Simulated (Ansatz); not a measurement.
Compare A (`NC1(F)CO1`) with its isomer B (`OC/N=C\F`).

Gas-phase electronic energies from Ansatz, PBE0-D4/def2-TZVP geometries. CBS: MP2 limit from def2 TZ/QZ plus the TZ coupled-cluster correction, frozen cores. This one scheme is used for every species. Functionals use def2-TZVPP. B3LYP here is the variant with VWN-RPA as its local correlation; programs differ in this. One conformer a species, not always the lowest.

Task: Which isomer does CCSD(T)/CBS put lower? Give the gap. (An estimate is asked.)

Result: Ansatz gave: B, by 7.7 kcal/mol.

Task: Give E(B) − E(A) in kcal/mol with CCSD/def2-TZVPP, MP2/def2-TZVPP, PBE-D4, B3LYP, r2SCAN-D4, HF/def2-TZVPP, B3LYP-D4. (An estimate is asked.)

Result: Computed: CCSD/def2-TZVPP -7.7, MP2/def2-TZVPP -6.5, PBE-D4 -6.2, B3LYP -9.6, r2SCAN-D4 -5.7, HF/def2-TZVPP -9.9, B3LYP-D4 -9.4. None reverses the order clearly.

Largest T1 diagnostic: 0.013.

In def2-TZVPP, CCSD(T) changes the Hartree–Fock value by +2.0 kcal/mol (the triples alone add −0.2 kcal/mol) and MP2 by +3.4 kcal/mol. From PBE to PBE0 (25 % exact exchange), in def2-TZVPP and without D4, E(B) − E(A) moves by +1.7 kcal/mol.
